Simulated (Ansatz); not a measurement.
# CH5NSi (SMILES C[Si]N): RPA@PBE0/def2-SVPD

Aim: the energy change on altering one bond length of CH5NSi at RPA@PBE0/def2-SVPD, from 2 runs. 

The results are computed with Ansatz 0.2.0.

60 further runs of the same task are left out: 60 set aside as unsound or not needed.

### 1 The system as given

CH5NSi has 8 atoms, charge 0, and is taken as a singlet. As SMILES, `C[Si]N`. The coordinates come from a PBE0-D4/def2-TZVP relaxation. This is one conformer, not always the lowest.

Bond lengths: C1–Si2 1.904 Å, Si2–N3 1.709 Å, C1–H4 1.094 Å, C1–H5 1.094 Å, C1–H6 1.098 Å, N3–H7 1.008 Å, N3–H8 1.010 Å. Angles: C1–Si2–N3 98.7°, Si2–C1–H4 115.0°, Si2–C1–H5 110.7°, Si2–C1–H6 107.9°, Si2–N3–H7 121.7°, Si2–N3–H8 126.1°, H4–C1–H5 108.8°, H4–C1–H6 108.0°, H5–C1–H6 106.1°, H7–N3–H8 112.1°.

### 2 A single-point energy at RPA@PBE0/def2-SVPD

Input file in.yaml:

```yaml
crystal:
  periodic: [false, false, false]
  atoms:
    - {symbol: C, position_ang: [-0.660000, 0.824700, -0.552100]}
    - {symbol: Si, position_ang: [0.963800, 0.653800, 0.427700]}
    - {symbol: "N", position_ang: [0.932200, -1.034400, 0.690700]}
    - {symbol: H, position_ang: [-1.026400, -0.101800, -1.004300]}
    - {symbol: H, position_ang: [-0.562500, 1.583400, -1.334100]}
    - {symbol: H, position_ang: [-1.431400, 1.195000, 0.135900]}
    - {symbol: H, position_ang: [1.651200, -1.501900, 1.220100]}
    - {symbol: H, position_ang: [0.225200, -1.675700, 0.360300]}
basis:
  gaussian:
    orbitals: def2-SVPD
total_charge: 0
hamiltonian:
  xc: {name: PBE0}
correlation:
  method: rpa
  frozen_orbitals: {C: 1, H: 0, "N": 1, Si: 5}
accuracy: high
```

Launch:

```sh
ansatz run in.yaml --threads 1 --pin off --max-ram 3480MiB --events-out events.jsonl --progress --plain --runs-dir runs
```

Log:

```text
Warning: RAYON_NUM_THREADS=1 ignored (pool sized by the plan → 1); use --threads N
Functional definition: PBE0
  name "PBE0"
  parameter a = 0.25
  parameter kappa = 0.804
  parameter beta = 0.06672455060314922
  exchange = (1 - a)*pbe_x(kappa = kappa, mu = beta*pi^2/3) + a*exact_x
  correlation = pbe_c(beta = beta)
2100 factors; integrals over basis functions are off by at most 3.5e-9 eV
mean field evaluation 1: about -10466.6007 eV, gradient 6.3e1 eV
mean field evaluation 2: about -10466.5986 eV, gradient 6.3e1 eV
mean field evaluation 4: about -10474.8328 eV, gradient 1.5e1 eV
mean field evaluation 8: about -10475.4087 eV, gradient 1.5e-1 eV
mean field evaluation 16: about -10475.4088 eV, gradient 3.1e-6 eV
mean field -10475.40877619 eV, -384.9641720378 hartree, gradient 7.9e-8 eV, S^2 0.000000; 0 other end points of the search recorded, 0 dependent functions left out
7 core orbitals not correlated: weight in the atoms' cores, before any rotation towards them, 1.000 or more for the frozen orbitals, at most 0.000 for the correlated occupied ones
reference -10448.81591936 eV, -383.9869025745 hartree; 9, 9 occupied and 88, 88 virtual orbitals, 2100 factors
Total energy: -10466.45083176 eV, -384.6349736520 hartree
```

Wall time 9.9 s (1 thread of AMD EPYC 7R43 (Zen 3), shared host); peak memory 0.39 GiB.

### 3 The distorted shape, same level

Input file in.yaml:

```yaml
crystal:
  periodic: [false, false, false]
  atoms:
    - {symbol: C, position_ang: [-0.689251, 0.597085, -0.317495]}
    - {symbol: Si, position_ang: [0.934549, 0.426185, 0.662305]}
    - {symbol: "N", position_ang: [0.902949, -1.262015, 0.925305]}
    - {symbol: H, position_ang: [-1.055651, -0.329415, -0.769695]}
    - {symbol: H, position_ang: [-0.562500, 1.583400, -1.334100]}
    - {symbol: H, position_ang: [-1.460651, 0.967385, 0.370505]}
    - {symbol: H, position_ang: [1.621949, -1.729515, 1.454705]}
    - {symbol: H, position_ang: [0.195949, -1.903315, 0.594905]}
basis:
  gaussian: {orbitals: def2-SVPD}
hamiltonian: {xc: pbe0}
correlation: {method: rpa, frozen_orbitals: {C: 1, H: 0, "N": 1, Si: 5}}
accuracy: high
```

Launch:

```sh
ansatz run in.yaml --threads 1 --pin off --max-ram 3480MiB --events-out events.jsonl --progress --plain --runs-dir runs
```

Log (excerpt; [...] marks lines left out):

```text
Warning: RAYON_NUM_THREADS=1 ignored (pool sized by the plan → 1); use --threads N
[... 2 set-up lines as earlier in the session ...]
[...]
2119 factors; integrals over basis functions are off by at most 3.9e-9 eV
[...]
mean field -10474.42760372 eV, -384.9281146146 hartree, gradient 5.7e-8 eV, S^2 0.000000; 0 other end points of the search recorded, 0 dependent functions left out
7 core orbitals not correlated: weight in the atoms' cores, before any rotation towards them, 1.000 or more for the frozen orbitals, at most 0.000 for the correlated occupied ones
reference -10447.70583480 eV, -383.9461077195 hartree; 9, 9 occupied and 88, 88 virtual orbitals, 2119 factors
Total energy: -10465.51702037 eV, -384.6006567165 hartree
```

Run time: 9.6 s. Hardware: 1 thread of AMD EPYC 7R43 (Zen 3), shared host; peak memory 0.4 GiB.

### 4 Outcome

At RPA@PBE0/def2-SVPD, 7 core orbitals frozen:

```
                                                         quantity          value
                                        first shape: total energy  -384.63497 Eh
                    first shape: RPA correlation energy (valence)     -648.1 mEh
                                    distorted shape: total energy  -384.60066 Eh
                distorted shape: RPA correlation energy (valence)     -654.5 mEh
energy change with the C1–H5 bond stretched from 1.094 to 1.422 Å       0.934 eV
```

**Reading.** With the C1–H5 bond stretched from 1.094 to 1.422 Å the energy rises by 0.93 eV (21.5 kcal/mol). The first shape isn't relaxed at this level, so the change isn't measured from a minimum.
